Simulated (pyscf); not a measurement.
This saddle point was located with ωB97X-D3(BJ)/def2-SVP in PySCF.

```xyz
8

N      1.3651     0.2272    -0.0782
Al    -0.2840    -0.3965    -0.0899
Cl    -1.6217     0.2928     1.8234
Cl    -1.5360    -0.1420    -1.7550
H      1.7066     0.9290    -0.7262
H      2.0790     0.0025     0.6057
H     -0.5315    -1.7990     0.7701
H     -1.1592    -1.0404     1.5139
```

Surface: singlet, charge 0. Lowest wavenumbers (cm⁻¹): 763i, 105, 159, 187, 238.

Task: Name the species on either side of this saddle.

Result: H₂N–Al(Cl)–Cl + H₂ ⇌ H₂N–AlH–Cl + HCl, a four-centre exchange read from left to right: Al–Cl, H–H broken and Al–H, Cl–H formed. At ωB97M-D3(BJ)/def2-TZVP it lies +1.58 eV from the left side and +0.16 eV from the right (each side as separated species at their lowest minima found). On the product side the descent ends in an adduct with a Al–Cl contact, 0.32 eV under the separated species and 0.37 eV under the saddle at ωB97X-D3(BJ)/def2-TZVP. What is counted as broken (Al–Cl) persists as a longer contact in the product adduct; parting that adduct is a step of its own. The same reactants have a lower exit, to Cl–AlH–Cl + NH₃ (barrier +0.80 eV at ωB97M-D3(BJ)/def2-TZVP, against +1.58 eV here). This is the saddle that the search found; another between the same sides may lie lower.
